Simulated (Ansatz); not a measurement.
# HB–NH⁺, doublet: the ladder up to UCCSDT(Q)

Geometry: that of the HB–NH, triplet, kept fixed.

```tsv
atom	x (Å)	y (Å)	z (Å)
B	0.0000	-0.1240	0.7739
N	0.0000	-0.0224	-0.5980
H	0.0000	0.9564	1.3306
H	0.0000	0.6853	-1.3215
```

Basis cc-pVDZ; Ansatz 0.2.0. Only valence electrons are correlated (noble-gas cores frozen), which leaves 9 electrons in 36 orbitals. Prefix R: restricted or restricted open-shell reference; prefix U: unrestricted. Active spaces: valence = (9e, 10o) chosen from the atoms' valence shells.

Full CI isn't at hand for all of this; UCCSDT(Q) serves as the reference, and is uncertain by about the last step of the cluster series. The frozen core follows each run's orbitals, which can shift R against U totals by a few meV.

For open shells CISD is restricted-active-space CI with the open shells as a complete middle space.

```
UHF ⟨S²⟩                          : 0.801
T1 diagnostic (RCCSD)             : 0.0418
largest doubles amplitude (RCCSD) : 0.087
T1 diagnostic (UCCSD)             : 0.0348
```

| level | E − E(UCCSDT(Q)) (kJ/mol) | share of correlation (%) | wall time |
| --- | --- | --- | --- |
| RHF | 630.3 | 0.00 | – |
| UHF | 613.9 | 2.61 | – |
| RMP2 | 101.5 | 83.90 | – |
| UMP2 | 102.3 | 83.77 | – |
| CISD | 64.3 | 89.80 | 0.96 s |
| RCCSD | 25.2 | 96.00 | – |
| UCCSD | 25.0 | 96.04 | – |
| RCCSD(T) | 5.0 | 99.20 | 2.7 s |
| UCCSD(T) | 5.5 | 99.13 | 3.6 s |
| BCCD(T) | 5.4 | 99.14 | 2 s |
| RCCSDT | 1.7 | 99.73 | – |
| UCCSDT | 1.7 | 99.74 | – |
| RCCSDT(Q) | 0.5 | 99.93 | 16 s |
| CASSCF (valence space) | 292.8 | 53.55 | – |
| NEVPT2 (valence space) | 66.4 | 89.46 | 5.5 s |
| MRCISD (valence space) | 14.0 | 97.77 | – |
| MRCISD+Q (valence space) | 3.6 | 99.43 | 8 s |

The correlation energy at UCCSDT(Q), counted from RHF, is -6.533 eV. That run took 15 s on 1 thread of Arm Neoverse V2, shared host.

Times hold each run's SCF and search for its determinant on a shared host, so for small cases they say little of a method's own cost; they ran on 1 thread of Arm Neoverse V2.

Natural occupations of CASSCF (valence space) about the gap: 1.981 1.974 1.957 1.945 0.990 0.054 0.045 0.022 0.020 0.013; effectively unpaired electrons, Σ n²(2−n)², 1.05.
